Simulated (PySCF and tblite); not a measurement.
The numbers below are computed, except where a source is named.
C₃H₆Cl₂, numbered as in [CH3:1][C@H:2]([Cl:3])[CH2:4][Cl:5].

Geometries PBE0-D3(BJ)/def2-SVP; weights from PBE0-D3(BJ)/def2-TZVP energies and GFN2-xTB thermal corrections, with symmetry numbers and mirror pairs. Conformers within 4 kcal/mol (GFN2-xTB free energy) were kept, 5 at most. GIAO shieldings: PBE0/pcSseg-1. Shifts are against TMS (¹H), TMS (¹³C) at the same level; of two unlike H on one atom, a is the less shielded. (PySCF 2.14, tblite 0.8.)

Q: Predict the averaged NMR shifts at 298.15 K.

A: ¹H: 3.63 (H2, 1H), 3.51 (H4a, 1H), 3.13 (H4b, 1H), 1.48 (H1, 3H) ppm. ¹³C: 61.1 (C2), 54.2 (C4), 23.2 (C1) ppm.

Q: How do the conformers differ?

A: Torsions listed: Cl3–C2–C4–Cl5.
| conformer | shape | weight % |
| --- | --- | --- |
| 1 | 173° | 85.7 |
| 2 | 65° | 7.4 |
| 3 | -67° | 6.9 |

```json
{"signal": "H1", "1": "1.49", "2": "1.37", "3": "1.49", "average": "1.48"}
{"signal": "H2", "1": "3.60", "2": "3.67", "3": "3.93", "average": "3.63"}
{"signal": "H4a", "1": "3.55", "2": "3.16", "3": "3.43", "average": "3.51"}
{"signal": "H4b", "1": "3.06", "2": "3.36", "3": "3.69", "average": "3.13"}
{"signal": "C1", "1": "23.1", "2": "24.8", "3": "23.1", "average": "23.2"}
{"signal": "C2", "1": "60.9", "2": "64.0", "3": "61.3", "average": "61.1"}
{"signal": "C4", "1": "53.8", "2": "56.6", "3": "57.5", "average": "54.2"}
```

Q: Which signal moves most, for its nucleus, between 220 and 380 K through the change of populations alone?

A: H4b: 3.09 ppm at 220 K, 3.11 ppm at 260 K, 3.13 ppm at 298.15 K, 3.14 ppm at 340 K, 3.16 ppm at 380 K.

Shifts are unscaled: against experiment ¹³C can be off by 15 ppm or more and ¹H by 0.8 ppm.
